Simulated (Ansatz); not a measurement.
Consider the ligand exchange at the Si–O bond: `O[Si]Cl` + H–F → `F[Si]Cl` + H₂O.

Isolated molecules relaxed with PBE0-D4/def2-TZVP in Ansatz; ΔE leaves out vibrations. CCSD(T)/CBS is extrapolated from def2-TZVPP and def2-QZVPP, frozen cores. Functionals use def2-TZVPP. Each species was taken in one conformer, which may not be the lowest.

`O[Si]Cl`:

Cartesian coordinates in Å:
```
O 0.970 0.107 0.461
Si -0.348 -0.849 0.620
Cl -1.612 -0.063 -0.877
H 0.989 0.804 -0.204
```

H–F:

```xyz
2

F    -0.276   -0.367    0.029
H     0.276    0.367   -0.029
```

`F[Si]Cl`:

```xyz
3

F    -0.977   -0.970    0.022
Si    0.522   -0.496    0.334
Cl    0.455    1.465   -0.356
```

H₂O:

Z-matrix (Å, degrees):
```
O
H 1 0.960
H 1 0.960 2 105.1
```

| level | ΔE (kcal/mol) | difference from CCSD(T)/CBS |
| --- | --- | --- |
| LDA (SPW92) | -5.0 | 1.1 |
| BLYP-D4 | -6.6 | -0.5 |
| B97M-V | -7.0 | -0.9 |
| B2PLYP | -6.5 | -0.4 |
| BLYP | -7.5 | -1.4 |
| PBE0 | -5.9 | 0.2 |
| RPA@PBE/def2-TZVPP | -6.4 | -0.3 |
| HF/def2-QZVPP | -7.5 | -1.4 |
| MP2/def2-QZVPP | -5.5 | 0.6 |
| CCSD/def2-QZVPP | -6.4 | -0.3 |
| CCSD/CBS(def2) | -6.4 | -0.3 |
| HF/cc-pV(D+d)Z | -5.4 | 0.7 |
| MP2/cc-pV(D+d)Z | -3.8 | 2.3 |
| CCSD(T)/cc-pV(D+d)Z | -4.6 | 1.5 |
| HF/cc-pV(T+d)Z | -6.5 | -0.4 |
| CCSD(T)/cc-pV(Q+d)Z | -6.1 | 0.0 |
| CCSD(T)/CBS | -6.1 | 0 |

Largest T1 diagnostic among the species: 0.014.

In def2-TZVPP, CCSD(T) changes the Hartree–Fock value by +1.2 kcal/mol (the triples alone add +0.3 kcal/mol) and MP2 by +1.9 kcal/mol. Leaving LDA and LC-ωPBE aside and taking each functional with its dispersion term where it has one, the values, not all of them listed here, spread over 1.6 kcal/mol, from B97M-V to PBE-QIDH. LDA lies +1.3 kcal/mol from PBE without D4.
